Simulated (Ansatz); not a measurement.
**AlH₅S: ionisation energy by level of theory**

An exercise on one series of results from a longer session: the logs are not shown, and one member is left open.

The runs use Ansatz 0.2.0, Gaussian basis; unrestricted cation, the program's frozen cores in correlated methods.

Plan: UKS PBE-D4/def2-TZVPP; UKS r2SCAN-D4/def2-TZVPP; UKS PBE0-D4/def2-TZVPP; UKS B3LYP-D4/def2-TZVPP; UKS wB97X-V/def2-TZVPP; UKS wB97M-V/def2-TZVPP; UKS B2PLYP/def2-TZVPP; UHF-CCSD(T)/def2-TZVPP; UHF-MP2/def2-QZVPP; extrapolation to the limit; then −ε(HOMO) from the neutral's earlier runs with LDA (SPW92), PBE-D4, revPBE-D4, BLYP-D4, r2SCAN-D4, B97M-V, PBE0-D4, B3LYP-D4, r2SCANh-D4, r2SCAN0-D4, HSE06-D4, BHLYP-D4, CAM-B3LYP-D4, LC-ωPBE, ωB97X-V, ωB97M-V.

## The relaxed structure

All runs share one geometry, relaxed beforehand with PBE0-D4 in a triple-zeta def2 set.

SMILES `[AlH3-][SH2+]`, 7 atoms, charge 0, spin multiplicity 1.

Atoms are counted from 1 here; the program's logs count them from 0.

Bond lengths: Al1–S2 2.535 Å, Al1–H3 1.595 Å, Al1–H4 1.595 Å, Al1–H5 1.597 Å, S2–H6 1.344 Å, S2–H7 1.344 Å. Angles: S2–Al1–H3 95.5°, S2–Al1–H4 95.4°, S2–Al1–H5 98.7°, H3–Al1–H4 119.1°, H3–Al1–H5 118.5°, H4–Al1–H5 118.5°, Al1–S2–H6 97.8°, Al1–S2–H7 97.8°, H6–S2–H7 92.8°.

Coordinates:

```xyz
7

Al   -0.6140   -0.7490   -0.5138
S     0.6250    0.6945    1.1615
H     0.0506   -2.1236   -0.0513
H    -2.0722   -0.3746    0.0144
H    -0.0912   -0.0639   -1.8580
H     0.3287    1.8910    0.6255
H     1.8343    0.6577    0.5759
```

The first run:

in.yaml

```yaml
crystal:
  periodic: [false, false, false]
  atoms:
    - {symbol: Al, position_ang: [-0.613996, -0.748953, -0.513778]}
    - {symbol: S, position_ang: [0.625006, 0.694468, 1.161525]}
    - {symbol: H, position_ang: [0.050613, -2.123604, -0.051252]}
    - {symbol: H, position_ang: [-2.072172, -0.374631, 0.014401]}
    - {symbol: H, position_ang: [-0.091162, -0.063930, -1.857996]}
    - {symbol: H, position_ang: [0.328684, 1.890979, 0.625504]}
    - {symbol: H, position_ang: [1.834326, 0.657670, 0.575895]}
basis:
  gaussian: {orbitals: def2-TZVPP}
total_charge: 1
magnetization: {spin_polarized: true, initial_magnetization: 1}
hamiltonian: {xc: pbe, dispersion: d4}
```

Started as:

```bash
$ ansatz run in.yaml --threads 4 --pin off --events-out ev --progress --plain --max-ram 10444MiB
```

Steps of the session up to this table: Cation, UKS PBE-D4/def2-TZVPP; Cation, UKS r2SCAN-D4/def2-TZVPP; Cation, UKS PBE0-D4/def2-TZVPP; Cation, UKS B3LYP-D4/def2-TZVPP; Cation, UKS wB97X-V/def2-TZVPP; Cation, UKS wB97M-V/def2-TZVPP; Cation, UKS B2PLYP (frozen core)/def2-TZVPP; Cation, UHF-CCSD(T)/def2-TZVPP; Cation, UHF-MP2/def2-QZVPP.

One table of the session follows, with a row left open; its other results are not shown here.

For comparison, −ε(HOMO) of the neutral from earlier runs:

| functional | −ε(HOMO) (eV) |
| --- | --- |
| LDA (SPW92) | 6.59 |
| PBE-D4 | 6.55 |
| revPBE-D4 | 6.52 |
| BLYP-D4 | 6.46 |
| r2SCAN-D4 | 6.86 |
| B97M-V | ? |
| PBE0-D4 | 7.81 |
| B3LYP-D4 | 7.63 |
| r2SCANh-D4 | 7.32 |
| r2SCAN0-D4 | 8.02 |
| HSE06-D4 | 7.41 |
| BHLYP-D4 | 9.03 |
| CAM-B3LYP-D4 | 9.23 |
| LC-ωPBE | 10.63 |
| ωB97X-V | 10.28 |
| ωB97M-V | 10.05 |

**Question.** Estimate the row for B97M-V.

The run gave: −ε(HOMO) (eV): 6.96. In the column «−ε(HOMO) (eV)» it lies between r2SCAN-D4 (6.86) and r2SCANh-D4 (7.32).
